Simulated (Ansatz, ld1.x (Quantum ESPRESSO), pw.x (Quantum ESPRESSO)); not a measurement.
## pw.x on bcc Mo: one setting changed

Potential: norm-conserving RRKJ (Kleinman–Bylander form), ld1.x (Quantum ESPRESSO) 7.5, LDA (PW92); core [Kr], reference 4d5 5s1 5p0; waves: 5p (bound, empty): rc 2.75 bohr; 4d (bound): rc 2.30 bohr; 5s (bound): rc 3.46 bohr; local part: the s channel; core correction: none; rho0 0.01.

The reference run (k-mesh 15³, cutoffs 45/180 Ry, Fermi–Dirac 0.01 Ry, mixing_beta 0.4, conv_thr 1e-9, no spin) gives -0.27 GPa at 15.067 Å³/atom, where all-electron LAPW gives 0.24 GPa. This run, with its own iteration cap, changes smearing to gauss.

```
&control
  calculation='scf', prefix='x', pseudo_dir='./', outdir='./tmp', tstress=.true., disk_io='none'
/
&system
  ibrav=0, nat=1, ntyp=1, ecutwfc=45, ecutrho=180, nbnd=10,
  occupations='smearing', smearing='gauss', degauss=0.01
/
&electrons
  conv_thr=1e-09, mixing_beta=0.4, electron_maxstep=50
/
ATOMIC_SPECIES
Mo 1.0 Mo.UPF
CELL_PARAMETERS angstrom
  -1.55592598 1.55592598 1.55592598
  1.55592598 -1.55592598 1.55592598
  1.55592598 1.55592598 -1.55592598
ATOMIC_POSITIONS crystal
Mo 0.0000 0.0000 0.0000
K_POINTS automatic
15 15 15 0 0 0
```

```bash
pw.x < Mo.scf.in > Mo.scf.out
```

How does the run end?

It converges in 7 iterations; the free energy moves by +15.9 meV/atom and the pressure by +0.01 GPa. Gaussian smearing of the same width is narrower in effect than Fermi–Dirac, so its quadratic term in F is smaller.

```
Message from routine setup:
     using ibrav=0 with symmetry is DISCOURAGED, use correct ibrav instead
     lattice parameter (alat)  =       5.0927  a.u.
     unit-cell volume          =     101.6772 (a.u.)^3
     number of electrons       =         6.00
     number of Kohn-Sham states=           10
     kinetic-energy cutoff     =      45.0000  Ry
     charge density cutoff     =     180.0000  Ry
     scf convergence threshold =      1.0E-09
     Exchange-correlation= PW
     number of k points=   120  Gaussian smearing, width (Ry)=  0.0100
     iteration #  1     ecut=    45.00 Ry     beta= 0.40
     total energy              =     -16.22721755 Ry
     estimated scf accuracy    <       0.09137238 Ry
     iteration #  2     ecut=    45.00 Ry     beta= 0.40
     total energy              =     -16.22430285 Ry
     estimated scf accuracy    <       0.01633245 Ry
     iteration #  3     ecut=    45.00 Ry     beta= 0.40
     total energy              =     -16.22649264 Ry
     estimated scf accuracy    <       0.00023184 Ry
     iteration #  4     ecut=    45.00 Ry     beta= 0.40
     total energy              =     -16.22650985 Ry
     estimated scf accuracy    <       0.00000174 Ry
     iteration #  5     ecut=    45.00 Ry     beta= 0.40
     total energy              =     -16.22651025 Ry
     estimated scf accuracy    <       0.00000011 Ry
     iteration #  6     ecut=    45.00 Ry     beta= 0.40
     total energy              =     -16.22651026 Ry
     estimated scf accuracy    <       0.00000003 Ry
     iteration #  7     ecut=    45.00 Ry     beta= 0.40
     the Fermi energy is    14.6005 ev
!    total energy              =     -16.22651026 Ry
     estimated scf accuracy    <          6.1E-10 Ry
     smearing contrib. (-TS)   =      -0.00045285 Ry
     The total energy is F=E-TS. E is the sum of the following terms:
     one-electron contribution =       9.93110341 Ry
     hartree contribution      =       0.33183933 Ry
     xc contribution           =      -4.21005510 Ry
     ewald contribution        =     -22.27894506 Ry
     convergence has been achieved in   7 iterations
          total   stress  (Ry/bohr**3)                   (kbar)     P=       -2.56
     Message from routine punch:
     Nothing written, as per user request (disk_io='none')
```

The run took about 4 s on one core of a shared host (Intel(R) Xeon(R) 6975P-C, 96 threads, 186 GiB, load 16).
